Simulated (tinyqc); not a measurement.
Coupled-perturbed Hartree-Fock on RHF in the sto-6g basis, for HF, spin multiplicity 1, step by step. Computed by tinyqc, a small Python program that keeps every step (integrals from PySCF). Settings: charge = 0, multiplicity = 1, basis = sto-6g, method = RHF, energy threshold = 1e-10, iteration cap = 59, orthogonalisation = symmetric, start = Wolfsberg-Helmholz matrix, DIIS depth = 6. Command: `OMP_NUM_THREADS=1 python tinyqc.py 30275 30276 out.jsonl` (the two numbers bound the seeds that draw the settings). One thread of a shared host (Intel(R) Xeon(R) Processor @ 2.60GHz), about 0.2 s of CPU time with the checks. The early iterations of the SCF are left out here.

## One-electron integrals

Geometry (angstrom):
```
atom         x         y         z
F     0.000000  0.000000  0.000000
H     0.000000  0.000000  1.037000
```

Basis sto-6g: exponents (1/bohr^2) and contraction coefficients of normalised primitives:
```
element  l (shell)     exponent  coefficient
F            s (1)  1728.626574     0.009164
F            s (1)   316.941790     0.049361
F            s (1)    88.668891     0.168538
F            s (1)    30.460157     0.370563
F            s (1)    11.828570     0.416492
F            s (1)     4.871659     0.130334
F            s (2)    67.032281    -0.013253
F            s (2)    13.267438    -0.046992
F            s (2)     4.123510    -0.033785
F            s (2)     1.586463     0.250242
F            s (2)     0.689002     0.595117
F            s (2)     0.315820     0.240706
F            p (3)    67.032281     0.003760
F            p (3)    13.267438     0.037679
F            p (3)     4.123510     0.173897
F            p (3)     1.586463     0.418036
F            p (3)     0.689002     0.425860
F            p (3)     0.315820     0.101708
H            s (1)    35.523221     0.009164
H            s (1)     6.513144     0.049361
H            s (1)     1.822143     0.168538
H            s (1)     0.625955     0.370563
H            s (1)     0.243077     0.416492
H            s (1)     0.100112     0.130334
```

Overlap, kinetic and nuclear-attraction integrals over the contracted functions; the nuclear repulsion is the sum of Za Zb / Rab.

nuclear repulsion = 4.59266625 hartree

overlap S:
```
           1F 1s     1F 2s    1F 2px    1F 2py    1F 2pz     2H 1s
1F 1s   1.000000  0.232479  0.000000  0.000000  0.000000  0.038402
1F 2s   0.232479  1.000000  0.000000  0.000000  0.000000  0.375661
1F 2px  0.000000  0.000000  1.000000  0.000000  0.000000  0.000000
1F 2py  0.000000  0.000000  0.000000  1.000000  0.000000  0.000000
1F 2pz  0.000000  0.000000  0.000000  0.000000  1.000000  0.304968
2H 1s   0.038402  0.375661  0.000000  0.000000  0.304968  1.000000
```

kinetic energy T (hartree):
```
            1F 1s      1F 2s    1F 2px    1F 2py    1F 2pz      2H 1s
1F 1s   37.397730  -1.143349  0.000000  0.000000  0.000000  -0.004189
1F 2s   -1.143349   1.082297  0.000000  0.000000  0.000000   0.072543
1F 2px   0.000000   0.000000  3.251325  0.000000  0.000000   0.000000
1F 2py   0.000000   0.000000  0.000000  3.251325  0.000000   0.000000
1F 2pz   0.000000   0.000000  0.000000  0.000000  3.251325   0.184231
2H 1s   -0.004189   0.072543  0.000000  0.000000  0.184231   0.768522
```

nuclear attraction V (hartree):
```
             1F 1s       1F 2s      1F 2px      1F 2py      1F 2pz      2H 1s
1F 1s   -78.332748   -7.984343    0.000000    0.000000   -0.012453  -1.513296
1F 2s    -7.984343  -11.983983    0.000000    0.000000   -0.144300  -3.367568
1F 2px    0.000000    0.000000  -11.954690    0.000000    0.000000   0.000000
1F 2py    0.000000    0.000000    0.000000  -11.954690    0.000000   0.000000
1F 2pz   -0.012453   -0.144300    0.000000    0.000000  -12.041043  -2.412298
2H 1s    -1.513296   -3.367568    0.000000    0.000000   -2.412298  -5.710156
```

core Hamiltonian H = T + V (hartree):
```
             1F 1s       1F 2s     1F 2px     1F 2py     1F 2pz      2H 1s
1F 1s   -40.935018   -9.127692   0.000000   0.000000  -0.012453  -1.517485
1F 2s    -9.127692  -10.901687   0.000000   0.000000  -0.144300  -3.295026
1F 2px    0.000000    0.000000  -8.703364   0.000000   0.000000   0.000000
1F 2py    0.000000    0.000000   0.000000  -8.703364   0.000000   0.000000
1F 2pz   -0.012453   -0.144300   0.000000   0.000000  -8.789717  -2.228067
2H 1s    -1.517485   -3.295026   0.000000   0.000000  -2.228067  -4.941634
```

## Two-electron integrals

Functions are numbered as in S; the eight-fold symmetry (ij|kl) = (ji|kl) = (kl|ij) leaves the list below.

Two-electron integrals (ij|kl) in chemists' order, unique and non-zero (hartree):
```
(11|11) 5.406240   (21|11) 0.768129   (21|21) 0.138909   (22|11) 1.266271
(22|21) 0.283987   (22|22) 0.926367   (31|31) 0.029452   (32|31) 0.044681
(32|32) 0.204753   (33|11) 1.266273   (33|21) 0.283987   (33|22) 0.926366
(33|33) 0.998085   (41|41) 0.029452   (42|41) 0.044681   (42|42) 0.204753
(43|43) 0.053789   (44|11) 1.266273   (44|21) 0.283987   (44|22) 0.926366
(44|33) 0.890506   (44|44) 0.998085   (51|51) 0.029452   (52|51) 0.044681
(52|52) 0.204753   (53|53) 0.053789   (54|54) 0.053789   (55|11) 1.266273
(55|21) 0.283987   (55|22) 0.926366   (55|33) 0.890506   (55|44) 0.890506
(55|55) 0.998085   (61|11) 0.135246   (61|21) 0.023446   (61|22) 0.046890
(61|33) 0.046811   (61|44) 0.046811   (61|51) 0.001019   (61|52) 0.001991
(61|55) 0.047050   (61|61) 0.004023   (62|11) 0.340043   (62|21) 0.077397
(62|22) 0.281386   (62|33) 0.277410   (62|44) 0.277410   (62|51) 0.005609
(62|52) 0.042174   (62|55) 0.289338   (62|61) 0.013065   (62|62) 0.105478
(63|31) 0.008623   (63|32) 0.049285   (63|53) 0.008816   (63|63) 0.015524
(64|41) 0.008623   (64|42) 0.049285   (64|54) 0.008816   (64|64) 0.015524
(65|11) 0.230310   (65|21) 0.053163   (65|22) 0.206643   (65|33) 0.197864
(65|44) 0.197864   (65|51) 0.011992   (65|52) 0.078601   (65|55) 0.224200
(65|61) 0.009368   (65|62) 0.095079   (65|65) 0.100615   (66|11) 0.496330
(66|21) 0.115096   (66|22) 0.480988   (66|33) 0.464784   (66|44) 0.464784
(66|51) 0.010575   (66|52) 0.110714   (66|55) 0.513395   (66|61) 0.019578
(66|62) 0.232327   (66|65) 0.242904   (66|66) 0.774999
```

## Orthogonalisation

S = U s U^T; symmetric (Loewdin) form X = U s^(-1/2) U^T, so that X^T S X = 1.

eigenvalues of S: 0.493204  0.849672  1.000000  1.000000  1.123685  1.533439

X:
```
            1F 1s      1F 2s    1F 2px    1F 2py     1F 2pz      2H 1s
1F 1s    1.021858  -0.126875  0.000000  0.000000  -0.005172   0.017926
1F 2s   -0.126875   1.088143  0.000000  0.000000   0.053283  -0.225920
1F 2px   0.000000   0.000000  1.000000  0.000000   0.000000   0.000000
1F 2py   0.000000   0.000000  0.000000  1.000000   0.000000   0.000000
1F 2pz  -0.005172   0.053283  0.000000  0.000000   1.042353  -0.180206
2H 1s    0.017926  -0.225920  0.000000  0.000000  -0.180206   1.107336
```

## Iteration 7 (converged): orbitals

converged F (hartree):
```
             1F 1s      1F 2s     1F 2px     1F 2py     1F 2pz      2H 1s
1F 1s   -26.244985  -6.370193   0.000000   0.000000  -0.019850  -1.061266
1F 2s    -6.370193  -2.902362   0.000000   0.000000  -0.063393  -0.922490
1F 2px    0.000000   0.000000  -0.471290   0.000000   0.000000   0.000000
1F 2py    0.000000   0.000000   0.000000  -0.471290   0.000000   0.000000
1F 2pz   -0.019850  -0.063393   0.000000   0.000000  -0.305996  -0.522289
2H 1s    -1.061266  -0.922490   0.000000   0.000000  -0.522289  -0.454350
```

Diagonalise F' = X^T F X, C = X C', fill 5 alpha and 5 beta electrons from the bottom; D = 2 C_occ C_occ^T. Each column has its largest component positive (the first on a tie).

F' = X^T F X (hartree):
```
            1          2          3          4          5          6
1  -25.834422  -3.178930   0.000000   0.000000  -0.039024  -0.149207
2   -3.178930  -1.725962   0.000000   0.000000   0.082970  -0.461648
3    0.000000   0.000000  -0.471290   0.000000   0.000000   0.000000
4    0.000000   0.000000   0.000000  -0.471290   0.000000   0.000000
5   -0.039024   0.082970   0.000000   0.000000  -0.147529  -0.515151
6   -0.149207  -0.461648   0.000000   0.000000  -0.515151  -0.049196
```

orbital energies (hartree): MO1 -26.248230, MO2 -1.455278, MO3 -0.556515, MO4 -0.471290, MO5 -0.471290, MO6 0.502913

coefficients C:
```
              MO1        MO2        MO3        MO4       MO5        MO6
1F 1s    0.997135  -0.240724   0.063733   0.000000  0.000000   0.065975
1F 2s    0.012497   0.968095  -0.356916   0.000000  0.000000  -0.435063
1F 2px   0.000000   0.000000   0.000000   0.991961  0.126542   0.000000
1F 2py   0.000000   0.000000   0.000000  -0.126542  0.991961   0.000000
1F 2pz   0.001581   0.057859   0.694870   0.000000  0.000000  -0.797273
2H 1s   -0.002729   0.126213   0.554326   0.000000  0.000000   0.993385
```

D after iteration 7:
```
            1F 1s      1F 2s    1F 2px    1F 2py     1F 2pz      2H 1s
1F 1s    2.112574  -0.486659  0.000000  0.000000   0.063869   0.004451
1F 2s   -0.486659   2.129506  0.000000  0.000000  -0.383954  -0.151390
1F 2px   0.000000   0.000000  2.000000  0.000000   0.000000   0.000000
1F 2py   0.000000   0.000000  0.000000  2.000000   0.000000   0.000000
1F 2pz   0.063869  -0.383954  0.000000  0.000000   0.972390   0.784966
2H 1s    0.004451  -0.151390  0.000000  0.000000   0.784966   0.646429
```

Within a degenerate level the vectors are fixed only up to a rotation; this is one choice.

## Convergence

Stop when the energy changes by less than 1e-10 hartree and every element of the error matrix X^T (F D S - S D F) X is below 3e-06.

Course of the cycle:
```
iteration   E (hartree)     change  largest element of the error matrix
1          -99.20907736          -                             5.74e-01
2          -99.47591720  -2.67e-01                             1.18e-01
3          -99.49407995  -1.82e-02                             1.99e-02
4          -99.49430533  -2.25e-04                             1.98e-03
5          -99.49430761  -2.28e-06                             3.25e-05
6          -99.49430761  -6.34e-10                             2.07e-06
7          -99.49430761  -2.61e-12                             2.63e-10
```

PySCF RHF in the same basis = -99.49430761 hartree

Converged in 7 iterations.

## Integrals over molecular orbitals

(pq|rs) = sum C_ip C_jq C_kr C_ls (ij|kl), one index at a time.

one-electron integrals over orbitals h = C^T H C (hartree):
```
            1          2          3          4          5          6
1  -40.921543   0.721499  -0.185861   0.000000   0.000000  -0.201576
2    0.721499  -9.204458   0.559893   0.000000   0.000000   1.059769
3   -0.185861   0.559893  -7.351642   0.000000   0.000000   2.012129
4    0.000000   0.000000   0.000000  -8.703364   0.000000   0.000000
5    0.000000   0.000000   0.000000   0.000000  -8.703364   0.000000
6   -0.201576   1.059769   2.012129   0.000000   0.000000  -6.101593
```

Two-electron integrals over orbitals (pq|rs), unique and non-zero (hartree):
```
(11|11) 5.381583    (21|11) -0.524519   (21|21) 0.082489    (22|11) 1.231914
(22|21) -0.022486   (22|22) 0.864582    (31|11) 0.142515    (31|21) -0.021164
(31|22) 0.010748    (31|31) 0.021671    (32|11) -0.143445   (32|21) 0.007792
(32|22) -0.033496   (32|31) 0.020799    (32|32) 0.151414    (33|11) 0.964453
(33|21) -0.009603   (33|22) 0.737320    (33|31) -0.004326   (33|32) -0.034701
(33|33) 0.734323    (41|41) 0.030379    (42|41) 0.039443    (42|42) 0.184853
(43|41) -0.009727   (43|42) -0.037152   (43|43) 0.042812    (44|11) 1.265979
(44|21) -0.013900   (44|22) 0.887435    (44|31) 0.003629    (44|32) -0.075069
(44|33) 0.728992    (44|44) 0.998085    (51|51) 0.030379    (52|51) 0.039443
(52|52) 0.184853    (53|51) -0.009727   (53|52) -0.037152   (53|53) 0.042812
(54|54) 0.053789    (55|11) 1.265979    (55|21) -0.013900   (55|22) 0.887435
(55|31) 0.003629    (55|32) -0.075069   (55|33) 0.728992    (55|44) 0.890506
(55|55) 0.998085    (61|11) 0.152025    (61|21) -0.025589   (61|22) 0.001971
(61|31) -0.009920   (61|32) -0.024684   (61|33) 0.009674    (61|44) 0.003794
(61|55) 0.003794    (61|61) 0.024693    (62|11) -0.218585   (62|21) 0.005592
(62|22) -0.115770   (62|31) -0.020282   (62|32) -0.058562   (62|33) -0.031778
(62|44) -0.112996   (62|55) -0.112996   (62|61) 0.016880    (62|62) 0.093987
(63|11) -0.379973   (63|21) 0.005987    (63|22) -0.193322   (63|31) 0.002101
(63|32) 0.091653    (63|33) -0.112912   (63|44) -0.214244   (63|55) -0.214244
(63|61) -0.005533   (63|62) 0.050520    (63|63) 0.196699    (64|41) -0.009389
(64|42) -0.037388   (64|43) -0.017933   (64|64) 0.030394    (65|51) -0.009389
(65|52) -0.037388   (65|53) -0.017933   (65|65) 0.030394    (66|11) 0.872625
(66|21) -0.008866   (66|22) 0.666822    (66|31) 0.013790    (66|32) 0.062637
(66|33) 0.666517    (66|44) 0.642186    (66|55) 0.642186    (66|61) -0.008953
(66|62) -0.063665   (66|63) -0.016361   (66|66) 0.705535
```

## Response to a field: uncoupled start

dipole integrals <a|z|i> (bohr):
```
           i1        i2        i3        i4        i5
a6  -0.041432  0.034829  1.018257  0.000000  0.000000
```

Field along z; U_ai = -mu_ai / (e_a - e_i), alpha = -4 sum U_ai mu_ai.

uncoupled U:
```
          i1         i2         i3        i4        i5
a6  0.001549  -0.017786  -0.961139  0.000000  0.000000
```

uncoupled polarisability = 3.917484 bohr^3

## Coupled step 1

U_ai = -(mu_ai + sum_bj [4 (ai|bj) - (ab|ij) - (aj|bi)] U_bj) / (e_a - e_i); alpha = -4 sum U_ai mu_ai.

U after step 1:
```
          i1        i2         i3        i4        i5
a6  0.000543  0.022317  -1.028932  0.000000  0.000000
```

polarisability = 4.187850 bohr^3

## Coupled step 2

As before.

U after step 2:
```
          i1        i2         i3        i4        i5
a6  0.000346  0.033308  -1.037217  0.000000  0.000000
```

polarisability = 4.220031 bohr^3

## Coupled polarisability

Repeat until U stops changing; compare with -d2E/dF2.

Course of the coupled iterations:
```
step  alpha (bohr^3)
0           3.917484
1           4.187850
2           4.220031
3           4.225885
4           4.227126
5           4.227400
6           4.227460
7           4.227474
8           4.227477
9           4.227477
10          4.227478
11          4.227478
12          4.227478
```

coupled polarisability = 4.227478 bohr^3

finite-field check, fields of +/-0.001 au = 4.227477 bohr^3
